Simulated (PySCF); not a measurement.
Species: 1-hexyne, C₆H₁₀.
Atom-mapped SMILES: `[CH:1]#[C:2][CH2:3][CH2:4][CH2:5][CH3:6]` (hydrogens: H7 on C1; H8, H9 on C3; H10, H11 on C4; H12, H13 on C5; H14, H15, H16 on C6)

Structure used (GFN2-xTB), in Å, numbered top down from 1:
```
atom  x, y, z in Å
C1     2.861    1.051    0.041
C2     2.160    0.088    0.159
C3     1.289   -1.064    0.271
C4    -0.130   -0.742   -0.211
C5    -0.822    0.273    0.695
C6    -2.217    0.622    0.191
H7     3.484    1.889   -0.054
H8     1.260   -1.391    1.315
H9     1.709   -1.877   -0.329
H10   -0.714   -1.665   -0.237
H11   -0.081   -0.346   -1.228
H12   -0.895   -0.137    1.706
H13   -0.213    1.178    0.746
H14   -2.699    1.331    0.861
H15   -2.836   -0.270    0.131
H16   -2.164    1.069   -0.800
```

Theory: PBE0/def2-SVPD in PySCF (dipole) on a GFN2-xTB geometry, gas phase.

Take the most abundant isotopes and a rigid rotor. The values belong to one conformer with, in the numbering `[CH:1]#[C:2][CH2:3][CH2:4][CH2:5][CH3:6]`, C2–C3–C4–C5 -66°, C3–C4–C5–C6 178°.

Question: Give the principal moments of inertia and the rotational constants in MHz.

Answer: Ia = 68.27, Ib = 278.34, Ic = 321.29 u·Å²; 505379 MHz·u·Å²/I gives A = 7403, B = 1816, C = 1573 MHz.

Question: Classify the top.

Answer: A near-prolate asymmetric top: κ = (2 × 1816 − 7403 − 1573)/(7403 − 1573) = -0.92.

Question: Is it planar, by Δ = Ic − Ia − Ib?

Answer: Not planar: Δ = Ic − Ia − Ib = -25.32 u·Å². For a rigid frame Δ = −2 Σ m c², so Σ m c² = 12.66 u·Å² lies off the ab plane: 7.86 from hydrogen and 4.80 from heavier atoms. The atom farthest from that plane is 1.47 Å away.

Question: Give the other two planar moments, Paa and Pbb, and the rms extents of the mass along the axes.

Answer: Paa = Σ m a² = (Ib + Ic − Ia)/2 = 265.68 and Pbb = Σ m b² = (Ia + Ic − Ib)/2 = 55.61 u·Å². With the mass M = 82.08 u, the rms extents √(P/M) along a, b and c are 1.80, 0.82, 0.39 Å.

Question: Which types of transition are allowed, and where do some lines up to J = 4 fall?

Answer: The dipole components are |μa| = 0.58 D, |μb| = 0.48 D, |μc| = 0.06 D. The squared components, which scale the intensities, stand as 1.00 : 0.69 : 0.01 (a : b : c). Some lines, for components of 0.1 D or more:

```json
{"type": "a", "branch": "Q", "J(Ka,Kc)": "2(1,1) ← 2(1,2)", "MHz": "728", "lower level (cm⁻¹)": "0.517"}
{"type": "a", "branch": "R", "J(Ka,Kc)": "1(0,1) ← 0(0,0)", "MHz": "3389", "lower level (cm⁻¹)": "0.000"}
{"type": "b", "branch": "R", "J(Ka,Kc)": "4(0,4) ← 3(1,3)", "MHz": "8463", "lower level (cm⁻¹)": "0.844"}
{"type": "b", "branch": "R", "J(Ka,Kc)": "1(1,1) ← 0(0,0)", "MHz": "8976", "lower level (cm⁻¹)": "0.000"}
{"type": "a", "branch": "R", "J(Ka,Kc)": "3(0,3) ← 2(0,2)", "MHz": "10135", "lower level (cm⁻¹)": "0.339"}
{"type": "a", "branch": "R", "J(Ka,Kc)": "4(1,4) ← 3(1,3)", "MHz": "13054", "lower level (cm⁻¹)": "0.844"}
{"type": "a", "branch": "R", "J(Ka,Kc)": "4(2,2) ← 3(2,1)", "MHz": "13625", "lower level (cm⁻¹)": "1.441"}
{"type": "b", "branch": "Q", "J(Ka,Kc)": "2(2,1) ← 2(1,2)", "MHz": "17489", "lower level (cm⁻¹)": "0.517"}
{"type": "b", "branch": "Q", "J(Ka,Kc)": "3(2,2) ← 3(1,3)", "MHz": "17858", "lower level (cm⁻¹)": "0.844"}
{"type": "b", "branch": "Q", "J(Ka,Kc)": "4(2,3) ← 4(1,4)", "MHz": "18353", "lower level (cm⁻¹)": "1.280"}
{"type": "b", "branch": "R", "J(Ka,Kc)": "2(2,0) ← 1(1,1)", "MHz": "24032", "lower level (cm⁻¹)": "0.299"}
{"type": "b", "branch": "R", "J(Ka,Kc)": "3(2,2) ← 2(1,1)", "MHz": "26927", "lower level (cm⁻¹)": "0.542"}
{"type": "b", "branch": "Q", "J(Ka,Kc)": "4(3,1) ← 4(2,2)", "MHz": "28453", "lower level (cm⁻¹)": "1.896"}
{"type": "b", "branch": "Q", "J(Ka,Kc)": "3(3,0) ← 3(2,1)", "MHz": "28508", "lower level (cm⁻¹)": "1.441"}
{"type": "b", "branch": "R", "J(Ka,Kc)": "4(2,2) ← 3(1,3)", "MHz": "31522", "lower level (cm⁻¹)": "0.844"}
{"type": "b", "branch": "R", "J(Ka,Kc)": "4(4,1) ← 3(3,0)", "MHz": "53515", "lower level (cm⁻¹)": "2.392"}
{"type": "b", "branch": "R", "J(Ka,Kc)": "4(4,0) ← 3(3,1)", "MHz": "53515", "lower level (cm⁻¹)": "2.392"}
```

Question: Estimate the classical rotational partition function at 25 K, 50 K and 500 K.

Answer: Point group C1, symmetry number σ = 1; q = (√π/σ)·√((kT/h)³/(ABC)), k/h = 20836.6 MHz/K: 4580 at 25 K, 13000 at 50 K, 410000 at 500 K.

Stationary, but not proved a minimum. These are rigid-rotor constants of the computed structure; measured ground-state constants (B0) also hold zero-point vibration. A rigid rotor knows nothing of internal rotation, which can split or shift real lines.
